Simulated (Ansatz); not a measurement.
# SiH5O (doublet): wave-function methods side by side at distance Si1–H5 along a hydrogen transfer = 1.827 Å, cc-pVDZ

Aim: climb from Hartree-Fock through coupled cluster and multireference methods for SiH5O (doublet) at one geometry and basis, and see what each rung misses.

Program: Ansatz 0.2.0, Gaussian basis. Level of theory: cc-pVDZ, core rule «outside noble gas», up to 6 orbitals frozen. These are calculated values, not measurements.

Plan: UHF; CCSD(T) on ROHF; CCSD(T) on UHF; BCCD(T) on ROHF; CISD; CCSDT(Q) on ROHF; CCSDT(Q) on UHF; CASSCF and MRCISD+Q, 3 electrons in 3 orbitals; CASSCF and NEVPT2, 3 electrons in 3 orbitals.

## 1. What is computed

The geometry derives from fragments relaxed apart (PBE0/def2-TZVP) and kept rigid, so it is no stationary point. A hydrogen atom is moved between rigid fragments.

7 atoms, charge 0, spin multiplicity 2.

Atoms are counted from 1 here; the program's logs count them from 0.

Bond lengths: Si1–H2 1.485 Å, Si1–H3 1.485 Å, Si1–H4 1.485 Å, H5–O6 0.990 Å, O6–H7 0.973 Å. Angles: H2–Si1–H3 109.5°, H2–Si1–H4 109.5°, H3–Si1–H4 109.5°, H5–O6–H7 105.0°.

Coordinates:

| atom | x (Å) | y (Å) | z (Å) |
| --- | --- | --- | --- |
| Si1 | -0.9875 | 0.0193 | 0.0000 |
| H2 | -1.4823 | 1.4190 | 0.0000 |
| H3 | -1.4823 | -0.6806 | 1.2122 |
| H4 | -1.4823 | -0.6806 | -1.2122 |
| H5 | 0.8395 | 0.0193 | 0.0000 |
| O6 | 1.8295 | 0.0193 | 0.0000 |
| H7 | 2.0814 | -0.9207 | 0.0000 |

## 2. UHF

The input, in.yaml:

```yaml
crystal:
  periodic: [false, false, false]
  atoms:
    - {symbol: Si, position_ang: [-0.987461, 0.019286, 0.000000]}
    - {symbol: H, position_ang: [-1.482333, 1.418994, 0.000000]}
    - {symbol: H, position_ang: [-1.482332, -0.680568, 1.212183]}
    - {symbol: H, position_ang: [-1.482333, -0.680568, -1.212182]}
    - {symbol: H, position_ang: [0.839539, 0.019286, 0.000000]}
    - {symbol: O, position_ang: [1.829539, 0.019286, -0.000001]}
    - {symbol: H, position_ang: [2.081398, -0.920664, -0.000001]}
basis:
  gaussian: {orbitals: cc-pVDZ}
magnetization: {spin_polarized: true, initial_magnetization: 1}
hamiltonian: {xc: hf}
output: {orbitals: {seedname: orbitals}}
```

On the command line:

```sh
> ansatz run in.yaml --threads 1 --pin off --events-out ev --progress --plain --max-ram 2816MiB --backend cpu
```

After this run come: CCSD(T) on ROHF; CCSD(T) on UHF; BCCD(T) on ROHF; CISD; CCSDT(Q) on ROHF; CCSDT(Q) on UHF; CASSCF and MRCISD+Q, 3 electrons in 3 orbitals; CASSCF and NEVPT2, 3 electrons in 3 orbitals.

Before running them: what should the planned runs give, taken together? Wanted: UCCSDT(Q) below the RHF energy; RMP2 from UCCSDT(Q); UMP2 from UCCSDT(Q); RCCSD from UCCSDT(Q); RCCSD(T) from UCCSDT(Q); UCCSD(T) from UCCSDT(Q); RCCSDT(Q) from UCCSDT(Q); NEVPT2 pair from UCCSDT(Q); MRCISD+Q pair from UCCSDT(Q).

**Answer**, as computed:

```
                         quantity                                                   value
   UCCSDT(Q) below the RHF energy                                              -9.6188 eV
              RMP2 from UCCSDT(Q)                                         +26.99 kcal/mol
              UMP2 from UCCSDT(Q)                                         +27.29 kcal/mol
             RCCSD from UCCSDT(Q)                                          +5.08 kcal/mol
          RCCSD(T) from UCCSDT(Q)                                          +0.94 kcal/mol
          UCCSD(T) from UCCSDT(Q)                                          +0.94 kcal/mol
         RCCSDT(Q) from UCCSDT(Q)                                          +0.02 kcal/mol
       NEVPT2 pair from UCCSDT(Q)                                         +27.03 kcal/mol
     MRCISD+Q pair from UCCSDT(Q)                                          +3.18 kcal/mol
levels within 1 kcal/mol (43 meV)  RCCSD(T), UCCSD(T), BCCD(T), RCCSDT, UCCSDT, RCCSDT(Q)
                    T1 diagnostic                                                   0.016
```

**Reading.** RCCSD(T) lands +0.94 kcal/mol from the yardstick (0.4 % of the correlation energy). Of the multireference levels listed MRCISD+Q pair comes nearest in total energy (+3.18 kcal/mol), which doesn't show that its space is the better one. These misses are within one basis, not against nature; the frozen cores of restricted and unrestricted runs differ, which can shift their rows.
